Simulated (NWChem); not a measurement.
# Worked example: vertical ionisation energy of MgHSCl (SMILES [SH][Mg][Cl])

MgHSCl: 4 atoms, total charge 0, spin state singlet. As SMILES, `[SH][Mg][Cl]`. The shape is that of a PBE0-D4/def2-TZVP optimisation.

Both states at this one shape; open shells run unrestricted unless said. 1 Eh = 27.2114 eV.

| level | program | singlet MgHSCl (Eh) | doublet MgHSCl+ (Eh) |
| --- | --- | --- | --- |
| revPBE0/6-31G | NWChem | -1058.906666 | -1058.541616 |
| MP2/def2-SVP (DKH3), 11 core orbitals frozen | NWChem | -1059.761129 | -1059.409954 |

Work out the vertical ionisation energy at each level.


1. revPBE0/6-31G: -1058.541616 − (-1058.906666) = 0.365050 Eh = 9.93 eV.
2. MP2/def2-SVP (DKH3): -1059.409954 − (-1059.761129) = 0.351175 Eh = 9.56 eV.

No measured value is set beside it here; the levels span 9.56 to 9.93 eV.
